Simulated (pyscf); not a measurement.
# Addition across a multiple bond or ene-type step: O=Ti(F)–F + ammonia (NH₃) → H₂N–Ti(OH)(F)–F

Gas phase, singlet surface, charge 0. Bonds broken: N5–H6. Bonds formed: O1–H6, Ti2–N5. PySCF, gas phase, ωB97X-D3(BJ)/def2-SVP geometries.

Transition state (Å):

```xyz
8

O     -0.0582     1.3045     1.0812
Ti    -0.1598     0.1984    -0.1855
F      1.3700    -0.5664    -0.5784
F     -1.1098     0.7697    -1.5459
N     -1.2441    -0.8034     1.2010
H     -0.7236     0.4403     1.5820
H     -2.2519    -0.8987     1.0869
H     -0.8637    -1.6429     1.6349
```

One imaginary mode, 1646i cm⁻¹; descent along it reached the two sides named, in the forms told below.

```
bond    change  reactant side (Å)  saddle  product side
------  ------  -----------------  ------  ------------
N5–H6   breaks              1.022   1.401           3.3
O1–H6    forms                2.9   1.200         0.961
Ti2–N5   forms              2.189   2.025         1.849
```

Electronic energies relative to the separated reactants (kJ/mol):

```
level                   barrier  reaction energy  reverse barrier
----------------------  -------  ---------------  ---------------
ωB97X-D3(BJ)/def2-TZVP    -52.2           -180.6            128.4
PBE/def2-TZVP             -57.3           -165.1            107.8
r²SCAN/def2-TZVP          -65.7           -184.6            118.9
B3LYP-D3(BJ)/def2-TZVP    -53.7           -182.6            128.9
PBE0-D3(BJ)/def2-TZVP     -61.6           -182.6            121.0
M06-2X/def2-TZVP          -67.6           -203.9            136.3
ωB97M-D3(BJ)/def2-TZVP    -44.8           -173.5            128.7
```

With ωB97M-D3(BJ)/def2-TZVP energies and thermal terms (ideal gas, 1 atm, RRHO with modes under 100 cm⁻¹ raised to 100, one conformer, R ln 2 for chiral ones without a mode under 150 cm⁻¹), in kJ/mol:

```tsv
T (K)	ΔH‡	ΔG‡	ΔH	ΔG
298	-53.5	-6.6	-174.1	-133.9
600	-51.5	40.4	-167.4	-95.8
900	-47.9	85.5	-160.9	-61.4
1200	-44.1	129.4	-155.0	-29.1
```

On the reactant side the descent ends in an adduct with a N–Ti contact, 186.9 kJ/mol under the separated species and 134.7 kJ/mol under the saddle at ωB97X-D3(BJ)/def2-TZVP. At ωB97X-D3(BJ)/def2-TZVP, PBE, r²SCAN, B3LYP-D3(BJ), PBE0-D3(BJ), M06-2X, ωB97M-D3(BJ) the saddle lies under the separated reactants, which points to a path from their complex (located at ωB97X-D3(BJ) alone). What is counted as formed (N–Ti) is already present as a longer contact in the reactant adduct; forming that adduct is a step of its own. At the saddle there is also a short H–Ti contact that neither side keeps. This is the saddle that the search found; another between the same sides may lie lower.
